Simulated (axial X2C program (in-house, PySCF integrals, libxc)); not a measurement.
# Potential curves of AlCl, non-relativistic

All values were computed with an in-house relativistic program for diatomic molecules. The Hamiltonian is the X2C one with the speed of light multiplied by 100, which is the non-relativistic limit. Basis: Cl dyall-v3z [7s7p2d1f], Al dyall-v3z [8s7p2d1f] (cores contracted in-house); Gaussian nuclei, density fitting, unrestricted open shells. Masses: Cl 34.969 u, Al 26.982 u.

State: M_S = 0, Λ = 0 (closed shell). Energies in eV from the fragments at the same level (Cl + Al). Fits are polynomials in 1 − R0/R over 0.85 to 1.23 times the lowest point R0.

```csv
R (Å),HF,MP2,LDA
1.8766,-3.2093,-4.5121,-5.0775
1.9629,-3.6607,-4.9583,-5.4934
2.0276,-3.8517,-5.1459,-5.6667
2.0923,-3.9495,-5.2403,-5.7522
2.1570,-3.9769,-5.2639,-5.7717
2.2325,-3.9429,-5.2247,-5.7322
2.3080,-3.8579,-5.1335,-5.6441
2.4051,-3.6982,-4.9641,-5.4824
2.5237,-3.4568,-4.7085,-5.2393
2.6963,-3.0656,-4.2923,-4.8442
```

Correlated methods: 10 electrons correlated (number of frozen shells: Cl 2 s, 1 p; Al 2 s, 1 p), 136 virtual spin orbitals or spinors in MP2.

Occupations by symmetry block were frozen at the best pattern of an incomplete PBE0 search. The closed shell is kept restricted, so the energy runs too high when the bond is stretched far. De is counted from the lowest determinant-based energies of the atoms at the same level, without counterpoise correction. The functionals have no current-density term, which raises determinants with orbital currents, atoms included. MP2 and coupled cluster on one determinant become unreliable at the stretched end.

**Question.** What are Re, ωe and De at the HF level?

**Answer.** At HF, non-rel.: Re = 2.155 Å, ωe ≈ 476 cm⁻¹, De = 3.98 eV to Cl + Al; Be follows as 0.238 cm⁻¹.

**Question.** What are Re, ωe and De at the MP2 level?

**Answer.** At MP2, non-rel.: Re = 2.150 Å, ωe ≈ 483 cm⁻¹, De = 5.26 eV to Cl + Al; Be follows as 0.239 cm⁻¹.

**Question.** What are Re, ωe and De at the LDA level?

**Answer.** At LDA, non-rel.: Re = 2.147 Å, ωe ≈ 470 cm⁻¹, De = 5.77 eV to Cl + Al; Be follows as 0.24 cm⁻¹.
